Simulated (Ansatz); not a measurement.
The cluster Si3H4, relaxed as a singlet with RKS PBE0-D4/def2-TZVP in Ansatz, starting from the GFN1-xTB geometry. Force threshold 0.02 eV/Å.

The structure comes from a short search, and lower isomers may exist.

Start:

```xyz
7

Si    0.380   -0.070   -1.410
Si   -1.410   -0.365   -0.117
Si    0.607    0.257    0.900
H     0.976   -0.073   -2.765
H     1.423   -0.585    1.803
H    -2.842   -0.716    0.019
H     0.866    1.551    1.568
```

Problem. Estimate the energy that the relaxation releases and the steps that it takes.

Solution. 21.2 kJ/mol, in 5 steps; 5.5 s on 4 threads of Arm Neoverse V1 on a shared host. No frequencies were taken in this run, so the end may be a saddle point.

Problem. Does the start keep its bonding and symmetry?

Solution. By distances, no bond broke or formed. The bond that changes most is Si1–Si2, from 2.23 to 2.10 Å (atoms count from 1). Point group C2v at the start, C2v at the end, both within 0.05 Å.

Problem. Predict the relaxed structure.

Solution. 
```xyz
7

Si    0.346   -0.068   -1.346
Si   -1.341   -0.352   -0.120
Si    0.612    0.258    0.901
H     0.969   -0.063   -2.697
H     1.389   -0.693    1.747
H    -2.779   -0.701    0.033
H     0.803    1.619    1.482
```
Bond lengths: 3 × Si–Si 2.10 to 2.29 Å; 4 × H–Si 1.49 Å.
